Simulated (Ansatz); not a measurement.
# CH₂Al (quartet): wave-function methods side by side, def2-TZVPP

One table from this session's results is given with a row withheld; the runs are named, their logs left out.

Computed with Ansatz 0.2.0, Gaussian basis. Level: def2-TZVPP, core rule «outside noble gas», up to 6 orbitals frozen.

To be run: UHF; ROHF; CCSD(T) on UHF.

2 further runs of the same task are left out: 2 set aside as unsound or not needed.

## What is computed

The geometry is a PBE0/def2-TZVP stationary point (not a proven minimum) of the parent state, kept for this charge and spin.

4 atoms, charge 0, spin multiplicity 4.

Atoms are counted from 1 here; the program's logs count them from 0.

Bond lengths: Al1–C2 1.970 Å, Al1–H3 1.584 Å, Al1–H4 1.584 Å. Angles: C2–Al1–H3 117.4°, C2–Al1–H4 117.4°, H3–Al1–H4 125.1°.

The first run:

File in.yaml:

```yaml
crystal:
  periodic: [false, false, false]
  atoms:
    - {symbol: Al, position_ang: [0.000000, 0.000000, 0.541126]}
    - {symbol: C, position_ang: [0.000000, 0.000000, -1.428933]}
    - {symbol: H, position_ang: [0.000000, 1.405499, 1.270943]}
    - {symbol: H, position_ang: [0.000000, -1.405499, 1.270943]}
basis:
  gaussian: {orbitals: def2-TZVPP}
magnetization: {spin_polarized: true, initial_magnetization: 3}
hamiltonian: {xc: hf}
output: {orbitals: {seedname: orbitals}}
```

Command:

```bash
$ ansatz run in.yaml --threads 1 --pin off --events-out ev --progress --plain --max-ram 4096MiB --backend cpu
```

Steps of the session up to this table: UHF; ROHF; CCSD(T) on UHF.

One of the session's tables, all rows but one given; the rest of the session is left out.

```
  method  from UCCSD(T) (kJ/mol)
    ROHF                       ?
     UHF                  +503.4
    UMP2                   +99.9
   UCCSD                   +14.1
UCCSD(T)                       0
```

Estimate the missing values for ROHF.

As computed: from UCCSD(T) (kJ/mol): +507.9. In the column «from UCCSD(T) (kJ/mol)» it is the highest.
